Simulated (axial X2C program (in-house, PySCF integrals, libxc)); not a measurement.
Worked dissociation energy of SiO⁻: r2SCAN, without spin–orbit coupling

Computed with an in-house all-electron X2C program for linear molecules (integrals from PySCF). Spin-free means the one-electron spin-free X2C Hamiltonian. Basis: Si dyall-av3z [9s8p3d2f], O dyall-av3z [7s6p3d2f] (cores contracted in-house); Gaussian nuclei, density fitting, unrestricted open shells. Masses: Si 27.977 u, O 15.995 u.

Molecular state: M_S = 1/2, Λ = 1 (beyond evenly filled blocks: π+α).

```
E(Si-) (2M_S = 3, M_L = 0) : -290.016124 hartree
E(O) (2M_S = 2, M_L = 0)   : -75.115730 hartree
E(SiO⁻) at Re              : -365.377121 hartree
ωe                         : 1080.9 cm⁻¹
ωexe                       : 5.71 cm⁻¹
```

Task: Work out De and D0.

Result: De = -290.016124 + (-75.115730) − (-365.377121) = 0.24527 hartree = 6.674 eV. The zero-point energy is ωe/2 − ωexe/4 = 539 cm⁻¹ = 0.067 eV, so D0 = 6.607 eV.

The state is one determinant whose occupation by symmetry is held fixed; it was picked as the lowest of a PBE0 search that is not exhaustive. De is counted from the lowest determinant-based energies of the atoms at the same level, without counterpoise correction. The highest occupied level is positive at some bond lengths even in Hartree–Fock (under at least one Hamiltonian), so the basis set holds the extra electron there; where that holds at Re the anion is at best weakly bound and its constants depend on the basis. The functionals have no current-density term, which raises determinants with orbital currents, atoms included.

Each atomic determinant is the lowest at this level and need not be a pure term. Totals compare only within one Hamiltonian and basis.
